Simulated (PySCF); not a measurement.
# C3H4F2: the cost of one run

Programs: PySCF 2.14.0, with density-fitted response routines of our own. Each step states its level of theory. These are calculated values for one molecule in the gas phase, unless marked as measured. Atoms count from 0, in the outputs and in this text.

## (1) The molecule as given

9 atoms, charge 0, multiplicity 1; geometry from: GFN2-xTB. The atoms were then displaced at random by about 0.01 Å, so the start is not that level's minimum.

Bonds of the start (Å): F0–C1 1.36, C1–C2 1.50, C2–C3 1.55, C3–F4 1.35, C3–C1 1.52, C1–H5 1.09, C2–H6 1.08, C2–H7 1.06, C3–H8 1.07.

## (2) Geometry optimisation at PBE0-D3(BJ)/def2-SVP

Job settings and geometry (Å):

```
{"job": {"xc": "PBE0", "basis": "def2-SVP", "d3": "d3bj", "grid": 1, "shake": 0.01, "kind": "geom"}, "charge": 0, "multiplicity": 1}
F     -0.430520     1.026190     1.585570
C     -0.323700     0.736310     0.261750
C     -0.583890    -0.677390    -0.169540
C      0.864500    -0.126360    -0.131310
F      1.447450     0.130000    -1.319830
H     -0.623540     1.575680    -0.363950
H     -0.822250    -1.396100     0.596550
H     -1.011500    -0.825450    -1.126870
H      1.541270    -0.460030     0.633890
```

Started as:

```console
OMP_NUM_THREADS=1 python probes_run.py task.json out
```

The driver reads the jobs from task.json and runs them one after another.

**Question.** How long does this first job take on 1 thread of Arm Neoverse V1, shared host, and how much memory does it need?

About 20 s, with a peak of 0.37 GiB.
